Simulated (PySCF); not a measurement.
Computed with PySCF and rigid-rotor harmonic-oscillator thermochemistry at 1 bar. Table values come from the NASA 1993 polynomials. 6-31G* has spherical d functions here. All species are closed-shell singlets. B3LYP is the form with VWN-RPA correlation. The harmonic model lacks anharmonicity and excited electronic states, which grow with temperature; levels with a mode under 35 cm⁻¹ are left out. The table's entry may be an old estimate for BOF (not checked at source).

Harmonic frequencies at B3LYP/6-31G* (cm⁻¹): 489, 489, 1023, 2162. Point group C∞v; S°(298 K) = 225.1 J/mol/K at this level.

Task: Work out Cp and S° of gaseous BOF at 500, 800, 1200, 1600, 2000 K from these, and set them beside the table.

Result: 
| T (K) | Cp B3LYP/6-31G* | Cp table | S° B3LYP/6-31G* | S° table |
|---|---|---|---|---|
| 500 | 48.1 | 48.3 | 248.2 | 247.9 |
| 800 | 53.7 | 54.3 | 272.2 | 272.0 |
| 1200 | 57.5 | 57.8 | 294.8 | 294.8 |
| 1600 | 59.3 | 59.6 | 311.6 | 311.8 |
| 2000 | 60.3 | 60.7 | 324.9 | 325.2 |
Units J/mol/K.
